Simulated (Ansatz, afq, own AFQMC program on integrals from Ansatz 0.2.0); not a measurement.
## SiH5, doublet: AFQMC among the cluster methods

```tsv
atom	x (Å)	y (Å)	z (Å)
Si	-0.0835	0.0000	0.0000
H	-0.5784	1.3997	0.0000
H	-0.5784	-0.6999	1.2122
H	-0.5784	-0.6999	-1.2122
H	1.6155	0.0000	0.0000
H	2.4465	0.0000	0.0000
```

Basis cc-pVTZ. Only valence electrons are correlated. AFQMC by an in-house program on the Cholesky factors that Ansatz 0.2.0 writes for its CCSD(T) run. The CISD trial takes its coefficients from CCSD amplitudes. Released means that phaseless walkers are propagated on without the constraint, phases kept. Error bars are statistical, one sigma.

Determinant: UHF, the one that the program's search chose, which needn't be the lowest solution. The geometry is a point of a scan.

No full CI on the walks' own integrals is used here; CCSDT(Q) serves as the reference and is uncertain by about the last step of the cluster series.

* T1 diagnostic: 0.0160
* weight of the determinant in the CISD state: 0.901
* ⟨S²⟩ of the determinant: 0.772
* size of the correlated space: 9 electrons in 99 orbitals

```json
{"level": "MP2", "correlation energy (eV)": "-4.2802"}
{"level": "CCSD", "correlation energy (eV)": "-5.2109"}
{"level": "CCSD(T)", "correlation energy (eV)": "-5.3392"}
```

Task: Estimate where AFQMC with the constraint released lies against CCSD(T) on the same integrals.

Result: 29.2 ± 4.1 meV below CCSD(T).

Reference: CCSDT(Q), correlation energy -5.369 eV. The released energy is read at 2.40 1/Eh (meV from the phaseless value at times in 1/Eh: -2 ± 3 at 0.24, -2 ± 3 at 0.51, -3.5 ± 2.2 at 0.99, -8 ± 3 at 1.62, -1 ± 4 at 2.40).

```tsv
level	E − E(reference) (meV)	share of correlation (%)
CCSD(T)	29.6	99.45
CCSDT	3.7	99.93
ph-AFQMC/HF	26.4 ± 23.7	99.51
ph-AFQMC/CISD	1.3 ± 2.9	99.98
released AFQMC	0.4 ± 4.1	99.99
```

A walk keeps the symmetry of its determinant, which the program's search chose and which needn't be the lowest solution, so a lower state of the same spin and another symmetry isn't excluded. Released energies are given only where the last usable release times agree within the noise; a slower fall can still hide under it.
